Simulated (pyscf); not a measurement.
Optimised with ωB97X-D3(BJ)/def2-SVP in PySCF. Correlated levels are frozen-core, on RHF or UHF. ΔMP2 is the change of the MP2 total energy from the triple- to the quadruple-zeta basis.

SMILES: OCO
```xyz
7

O     -0.5933     1.5329    -1.5006
C      0.1229     0.6078    -0.7375
O     -0.6809    -0.4123    -0.2233
H     -1.2519     1.9363    -0.9208
H      0.6039     1.0759     0.1413
H      0.9113     0.2191    -1.4083
H     -1.0662    -0.8818    -0.9742
```

Q: List the bond dissociation enthalpies at 298 K of HO–CH₂–OH (SMILES OCO) from CCSD(T)/def2-TZVPP + ΔMP2(QZVPP), from the weakest bond up.

A: C–H to HO–CH•–OH + H•: 96.7 kcal/mol; C–O to OH• + •H₂C–OH: 98.0 kcal/mol; H–O to •O–CH₂–OH + H•: 105.3 kcal/mol. Ring and multiple bonds, and those that leave no two simple radicals, are not listed. •O–CH₂–OH lies 6.9 kcal/mol over its isomer HO–CH•–OH, and others may lie lower still (electronic energy, ωB97M-D3(BJ)). Other isomers of •H₂C–OH, HO–CH•–OH were not searched in full and may lie lower. The CCSD(T) − MP2 part came from Ansatz, without density fitting, on the same reference. Left out: the spin-orbit lowering of OH.
